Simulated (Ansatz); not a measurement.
`O=C1OC1F` + H₂ → `O=C1CO1` + H–F at 298.15 K and 1 bar (hydrogenolysis of a C–F bond).

Calculated with Ansatz (gas phase, PBE0-D4/def2-TZVP geometries, no zero-point term in ΔE). CCSD(T)/CBS adds triple-zeta CCSD(T) − MP2 to the extrapolated MP2 energy (def2 sets, frozen cores). This one scheme is used for every species.

| species | CCSD(T)/CBS energy (Eh) | H − E (kJ/mol) | S (J/(mol·K)) |
| --- | --- | --- | --- |
| `O=C1OC1F` | -326.77306 | 96.2 | 282.8 |
| H₂ | -1.17544 | 35.1 | 130.4 |
| `O=C1CO1` | -227.58978 | 114.0 | 263.3 |
| H–F | -100.39570 | 33.5 | 173.6 |

H − E and S are ideal-gas, rigid-rotor, harmonic terms from PBE0-D4/def2-TZVP, for one conformer and one mirror image of each species. The MP2-based limit puts H₂ 0.8 mEh under its directly extrapolated value; such offsets cancel only in part. 1 Eh = 2625.50 kJ/mol, R = 8.31446 J/(mol·K).

Problem. By hand: ΔE, ΔH, ΔS and ΔG.

Solution. ΔE = (-227.58978) + (-100.39570) − (-326.77306) − (-1.17544) = -0.03698 Eh = -97.1 kJ/mol. Δ(H − E) = 114.0 + 33.5 − 96.2 − 35.1 = 16.2, so ΔH = -80.9 kJ/mol. ΔS = 263.3 + 173.6 − 282.8 − 130.4 = 23.7 J/(mol·K). ΔG = -80.9 − 298.15 × (23.7)/1000 = -88.0 kJ/mol.

Problem. By hand: the equilibrium constant, and the temperature at which ΔG would vanish if ΔH and ΔS stayed fixed.

Solution. log₁₀ K = −ΔG/(RT ln 10) = 15.4. ΔH and −TΔS have one sign here, so there is no such temperature.

ΔH outweighs TΔS. A doubt of 5 kJ/mol in ΔE shifts log₁₀ K by 0.9 here. Other conformers and mirror images would add mixing entropy, several J/(mol·K) or more a flexible species. These are equilibria of isolated gas molecules and say nothing of rates. Largest T1 diagnostic: 0.017 (customary marks: 0.02 for closed shells, 0.045 for open ones).
